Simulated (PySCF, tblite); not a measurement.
**fluoride and 4 × water**

A gas-phase complex of fluoride and 4 × water; charge -1, singlet. The structure comes from a short search (6 tight-binding starts) and was relaxed by PBE0-D3(BJ)/def2-SVPD; another way of binding may lie lower. No frequency run checks that it is a minimum.

| part | name | SMILES | atoms | charge | multiplicity |
| --- | --- | --- | --- | --- | --- |
| 1 | fluoride | [F-] | 1 | -1 | 1 |
| 2 | water | O | 2–4 | 0 | 1 |
| 3 | water | O | 5–7 | 0 | 1 |
| 4 | water | O | 8–10 | 0 | 1 |
| 5 | water | O | 11–13 | 0 | 1 |

```tsv
atom	part	x (Å)	y (Å)	z (Å)
F1	1	-0.457	-0.407	1.176
O2	2	-0.984	-0.152	-1.384
H3	2	-0.622	-0.156	-0.463
H4	2	-1.924	-0.033	-1.212
O5	3	-1.086	-2.776	0.155
H6	3	-0.748	-2.025	0.698
H7	3	-1.064	-2.376	-0.723
O8	4	-3.073	-0.576	0.971
H9	4	-3.005	-1.515	0.760
H10	4	-2.117	-0.355	1.097
O11	5	-1.226	-0.235	3.699
H12	5	-2.153	-0.330	3.459
H13	5	-0.788	-0.279	2.817
```

Contacts between parts, classed by geometry: H10···F1 1.662 Å (hydrogen bond, 165°); H3···F1 1.666 Å (hydrogen bond, 162°); H13···F1 1.679 Å (hydrogen bond, 165°); H6···F1 1.711 Å (hydrogen bond, 159°).

Interaction energies are complex less parts, with the parts frozen as they stand in it; counterpoise-corrected, in kcal/mol (PySCF).

Problem. How strongly do the parts interact, level by level?

Solution. 
```
                 level  interaction  superposition error removed
wB97M-D3(BJ)/def2-SVPD       -84.94                        -2.65
 PBE0-D3(BJ)/def2-SVPD       -86.90                        -2.85
```

Problem. What holds them together? Decompose the wB97M-D3(BJ)/def2-SVPD energy: frozen parts, their antisymmetrised product, then relaxation.

Solution. electrostatic -126.9, Pauli repulsion +87.7, orbital relaxation -43.4, dispersion correction -5.1 kcal/mol, which sum to the value before the counterpoise correction; the Pauli term holds the exchange-correlation of the frozen density too. Of the attraction, 72 % is electrostatic, 25 % is orbital relaxation, 3 % is dispersion correction.

The parts were also relaxed and run alone, at the levels used for the complex: shieldings by PBE0/aug-pcSseg-2; core levels by delta-SCF with SCAN, aug-pcX-2 on the ionised atom and aug-pcseg-1 elsewhere, spin-free X2C.

Problem. How do these values change when the complex forms?

Solution. 
```tsv
property	alone	in the complex	change
O8–H10 bond (Å)	0.961	0.989	+0.028
shielding of H10 (ppm)	30.84	24.20	-6.64
shielding of F1 (ppm)	479.9	315.6	-164.3
shielding of H3 (ppm)	30.84	24.16	-6.68
shielding of O8 (ppm)	327.6	304.1	-23.4
F1 1s core level (eV)	680.05	684.69	+4.64
O2 1s core level (eV)	539.78	534.36	-5.43
O8 1s core level (eV)	539.78	534.23	-5.55
```

The 4 runs behind this took 3 min in all, one thread each of Intel Xeon Platinum 8375C on a shared host, launched as `OMP_NUM_THREADS=1 python cluster_run.py task.json out`.
